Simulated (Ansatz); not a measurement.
Z-matrix (Å, degrees):
```
C
C 1 1.518
H 1 1.092 2 110.4
H 1 1.093 2 111.9 3 119.4
H 1 1.093 2 112.1 3 -119.5
C 2 1.527 1 115.5 3 178.7
H 2 1.094 1 110.1 3 57.3
H 2 1.093 1 110.0 3 -59.2
O 6 1.428 2 104.0 1 176.2
C 6 1.522 2 111.3 1 -66.4
C 6 1.532 2 112.8 1 57.4
H 9 0.962 6 108.0 2 175.3
H 10 1.092 6 110.3 2 -56.6
H 10 1.095 6 110.4 2 -176.2
H 10 1.092 6 111.8 2 64.4
C 11 1.518 6 114.8 2 55.2
H 11 1.095 6 109.0 2 -69.1
H 11 1.098 6 107.2 2 177.1
H 16 1.092 11 111.8 6 -68.3
H 16 1.092 11 110.9 6 171.9
H 16 1.092 11 110.7 6 51.9
```

The species carries charge 0 and has multiplicity 1.

Question: List the r2SCAN/def2-TZVPP orbital energies in eV (Ansatz 0.2.0). (An estimate is asked.)

Answer: Ansatz gave: Occupied: -515.48, -274.43, -272.86, -272.73, -272.72, -272.69, -272.58, -26.77, -21.00, -19.49, -18.71, -16.74, -16.08, -14.01, -12.36, -11.91, -11.82, -11.00, -10.31, -10.20, -9.71, -9.28, -8.96, -8.95, -8.64, -8.23, -8.12, -7.47, -6.41. Lowest empty: 0.77, 1.55, 1.95, 2.09, 2.53, 2.78, 2.97, 3.11.
